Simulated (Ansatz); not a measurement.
Rock-salt MgS was calculated with PBE in Ansatz (PAW).

Numerical settings: plane-wave cutoff 520 eV, 12×12×12 k mesh, Fermi–Dirac smearing 0.01 eV, scalar-relativistic PAW data made under PBE.

Cell (measured lattice):

```cif
data_MgS
_chemical_formula_sum 'Mg1 S1'
_space_group_name_H-M_alt 'P 1'
_space_group_IT_number 1
_cell_length_a 3.67929
_cell_length_b 3.67929
_cell_length_c 3.67929
_cell_angle_alpha 60.000
_cell_angle_beta 60.000
_cell_angle_gamma 60.000
loop_
_space_group_symop_operation_xyz
  'x, y, z'
loop_
_atom_site_label
_atom_site_type_symbol
_atom_site_fract_x
_atom_site_fract_y
_atom_site_fract_z
_atom_site_occupancy
Mg1 Mg 0.00000 0.00000 0.00000 1
S1 S 0.50000 0.50000 0.50000 1
```

Predict the band gap, smallest direct gap on the k points sampled and width of the whole s-p valence band.


* **band gap**: 2.79 eV (indirect)
* **smallest direct gap on the k points sampled**: 3.72 eV
* **width of the whole s-p valence band**: 12.67 eV

Note: cell and atoms aren't relaxed at this level (pressure 1.2 GPa).

The computed numbers hold no vibrational or temperature effects.

Cost on a shared machine: about 5 core-seconds (a rough figure).

Ansatz is a program for electronic structure.
